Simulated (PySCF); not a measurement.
Worked example for 2-butanol: proton affinity at atom O5

Structure: `CC[C@H](C)O` (C4H10O). Atom numbers as in the mapped SMILES `[CH3:1][CH2:2][C@H:3]([CH3:4])[OH:5]`.

These are calculated values, ωB97X-D3(BJ)/def2-TZVP in PySCF (grid level 2) at geometries from PBE0-D3(BJ)/def2-SVP. Zero-point and thermal terms (298.15 K, 1 bar) come from unscaled PBE0-D3(BJ)/def2-SVP harmonic frequencies, with soft modes damped to free rotors in the entropy.

Step: `CC[C@H](C)[OH2+]` → `CC[C@H](C)O` + H⁺.

| species | charge | multiplicity | E / Eh |
| --- | --- | --- | --- |
| `CC[C@H](C)[OH2+]` | 1 | 1 | -234.190297 |
| `CC[C@H](C)O` | 0 | 1 | -233.871638 |

Thermal terms, products less reactant: Δ(H − E) = -26.48 kJ/mol, Δ(G − E) = -56.15 kJ/mol (the bare proton has no electronic energy, H = 5/2 RT). 1 Eh = 2625.50 kJ/mol.

Problem. What are ΔE, ΔH and ΔG of this step?

Solution. ΔE = 0.318659 Eh = 836.64 kJ/mol; ΔH = 810.2 kJ/mol; ΔG = 780.5 kJ/mol, all in the gas phase at 298.15 K and 1 bar. The digits show the arithmetic; the method itself can be off by 10 kJ/mol or more.
